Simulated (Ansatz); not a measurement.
```yaml
crystal:
  periodic: [false, false, false]
  atoms:
    - {symbol: Ga, position_ang: [-2.837146, -0.681264, -0.006919]}
    - {symbol: B, position_ang: [-0.737000, 0.156750, 0.003587]}
    - {symbol: Si, position_ang: [1.052780, 0.202159, 0.001814]}
    - {symbol: H, position_ang: [2.521366, 0.322355, 0.001518]}
basis:
  gaussian: {orbitals: def2-TZVP}
magnetization: {spin_polarized: true, initial_magnetization: 1}
hamiltonian: {xc: pbe0}
relax: {f_tol: 0.004, max_steps: 80}
```

```sh
$ ansatz run in.yaml --threads 1 --pin off --events-out ev --progress --plain --max-ram 2176MiB
```

Steps of the relaxation (energy above the last step; positions in Å, forces in eV/Å):

```
4
step 1, 1232.0 meV
Ga   -2.837   -0.681   -0.007    0.551    0.231    0.003
B    -0.737    0.157    0.004   -1.000   -0.166   -0.001
Si    1.053    0.202    0.002    0.242   -0.191   -0.003
H     2.521    0.322    0.002    0.207    0.126    0.002
```

```
4
step 2, 1194.6 meV
Ga   -2.783   -0.657   -0.007   -0.025   -0.012    0.000
B    -0.764    0.146    0.003   -0.159    0.097    0.002
Si    1.037    0.173    0.001    0.132   -0.196   -0.003
H     2.510    0.339    0.002    0.052    0.111    0.002
```

```
4
step 3, 1182.9 meV
Ga   -2.780   -0.651   -0.007   -0.095   -0.048   -0.001
B    -0.768    0.153    0.004    0.057    0.164    0.002
Si    1.039    0.137    0.001    0.078   -0.238   -0.004
H     2.510    0.362    0.002   -0.039    0.122    0.002
```

```
4
step 4, 1166.4 meV
Ga   -2.778   -0.647   -0.006   -0.114   -0.062   -0.001
B    -0.767    0.165    0.004    0.097    0.205    0.003
Si    1.042    0.095    0.000    0.088   -0.282   -0.004
H     2.503    0.386    0.002   -0.071    0.139    0.002
```

```
4
step 5, 1056.6 meV
Ga   -2.744   -0.646   -0.007   -0.100   -0.060   -0.001
B    -0.747    0.267    0.005    0.188    0.211    0.003
Si    1.052   -0.105   -0.002    0.183   -0.236   -0.003
H     2.438    0.483    0.004   -0.271    0.084    0.001
```

```
4
step 6, 1026.2 meV
Ga   -2.725   -0.638   -0.007   -0.106   -0.049   -0.001
B    -0.726    0.288    0.006    0.034    0.196    0.003
Si    1.055   -0.163   -0.003    0.255   -0.227   -0.003
H     2.396    0.513    0.004   -0.183    0.079    0.001
```

```
4
step 12, 927.7 meV
Ga   -2.786   -0.296   -0.005    0.073    0.019    0.001
B    -0.535   -0.077    0.002   -0.013   -0.004   -0.001
Si    1.317   -0.501    0.000    0.146    0.282    0.001
H     2.003    0.873    0.003   -0.206   -0.297   -0.001
```

```
4
step 13, 918.3 meV
Ga   -2.760   -0.231   -0.004    0.056    0.011    0.000
B    -0.499   -0.140    0.000   -0.050    0.010    0.001
Si    1.363   -0.531    0.001    0.101    0.150    0.000
H     1.897    0.902    0.004   -0.107   -0.171   -0.001
```

```
4
step 14, 911.7 meV
Ga   -2.729   -0.179   -0.004    0.011    0.011    0.000
B    -0.470   -0.185    0.001   -0.004    0.008    0.000
Si    1.400   -0.555    0.000    0.058    0.063    0.000
H     1.799    0.919    0.004   -0.065   -0.083    0.000
```

```
4
step 21, 199.1 meV
Ga   -2.286    0.081   -0.015    0.199   -0.006   -0.035
B    -0.103   -0.117    0.033    0.082   -0.125    0.089
Si    1.633   -0.806   -0.012   -0.287    0.133   -0.032
H     0.756    0.843   -0.005    0.005   -0.003   -0.021
```

```
4
step 22, 168.4 meV
Ga   -2.240    0.076   -0.059    0.198   -0.034   -0.024
B    -0.103   -0.119    0.142    0.000   -0.032    0.063
Si    1.596   -0.789   -0.056   -0.199    0.054   -0.022
H     0.747    0.832   -0.027    0.001    0.011   -0.017
```

```
4
step 31, 0.0 meV
Ga   -1.806   -0.145   -0.307    0.000    0.000    0.001
B    -0.019    0.108    0.686   -0.002    0.002   -0.001
Si    1.148   -0.854   -0.324    0.002    0.000   -0.001
H     0.678    0.891   -0.055    0.000   -0.001    0.001
```

Close pairs at the end: B2–H4 1.284 Å, B2–Si3 1.818 Å, Si3–H4 1.826 Å, Ga1–B2 2.060 Å, Ga1–Si3 3.037 Å.

A stationary point of unrestricted PBE0 after 31 steps, with ⟨S²⟩ = 0.782 against 0.75 for a pure state; no frequencies were run, so it isn't proven a minimum. 5.2 min on 1 thread of Intel Xeon 6975P-C, shared host.
